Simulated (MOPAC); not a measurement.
MOPAC input (AM1):

```
AM1 FORCE THERMO(298,298) PRECISE LET UHF MS=0.5 GEO-OK AUX(PRECISION=9) THREADS=1
CH3O

C     0.67359840 1    0.02694884 1    0.03873595 1
O    -0.66550627 1   -0.12861500 1   -0.03082599 1
H    -1.07530027 1    0.74826376 1   -0.04095048 1
H     1.13280045 1    1.01119442 1    0.07420776 1
H     1.21709886 1   -0.91730472 1    0.05376392 1
```

**Question.** Which zero-point energy does it print?

**Answer.** 23.42 kcal/mol, from the harmonic wavenumbers of AM1.
